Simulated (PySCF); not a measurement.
Dissociation curve of CH2O, SMILES C=O. The C1–O4 bond (C1 also carries H, H; O4 carries nothing else) is pulled apart rigidly from the PBE0/def2-TZVP optimised geometry.

UKS-BLYP = PySCF with unrestricted BLYP/6-31G; RHF/6-31G (PySCF); UKS-B3LYP = unrestricted B3LYP/6-31G run with PySCF.

Magnitude of the dipole moment (D; its direction can reverse along the curve, and a method can change to another solution) and Mulliken charge of the fragment that holds C1:

```tsv
R / Å	μ UKS-BLYP	q UKS-BLYP	μ RHF	q RHF	μ UKS-B3LYP	q UKS-B3LYP
0.95	0.86	0.01	1.48	0.16	1.02	0.05
1.01	1.23	0.09	1.90	0.25	1.40	0.13
1.08	1.60	0.18	2.35	0.33	1.80	0.22
1.13	1.84	0.23	2.63	0.39	2.04	0.27
1.15	1.93	0.25	2.73	0.41	2.13	0.29
1.20	2.13	0.29	2.98	0.45	2.34	0.32
1.23	2.24	0.30	3.12	0.46	2.46	0.34
1.26	2.34	0.32	3.25	0.48	2.56	0.35
1.31	2.49	0.33	3.45	0.50	2.73	0.37
1.40	2.72	0.35	3.80	0.51	2.97	0.38
1.49	2.91	0.34	4.12	0.51	3.17	0.38
1.63	3.13	0.31	4.64	0.48	3.12	0.32
1.81	3.12	0.26	5.04	0.41	2.90	0.25
1.99	3.00	0.22	4.82	0.31	2.68	0.20
2.14	2.88	0.19	4.47	0.23	2.47	0.16
2.41	2.61	0.15	3.81	0.14	2.06	0.11
2.63	2.38	0.12	3.36	0.08	1.73	0.07
2.95	2.08	0.09	2.87	0.04	1.33	0.04
3.24	1.89	0.07	2.59	0.02	1.07	0.02
3.61	1.80	0.06	2.38	0.01	0.88	0.01
4.14	1.82	0.05	2.27	0.00	0.78	0.00
```

The unrestricted solution behind UKS-BLYP changes between 2.14 and 2.41 Å, which can leave a kink. The unrestricted determinant behind UKS-BLYP is spin-contaminated at 1.81 to 4.14 Å (<S²> up to 1.9, against 0.00 for a pure singlet). The restricted form behind RHF keeps the bonding electrons paired and can't separate into open-shell fragments. The unrestricted determinant behind UKS-B3LYP is spin-contaminated at 1.63 to 4.14 Å (<S²> up to 2.0, against 0.00 for a pure singlet).
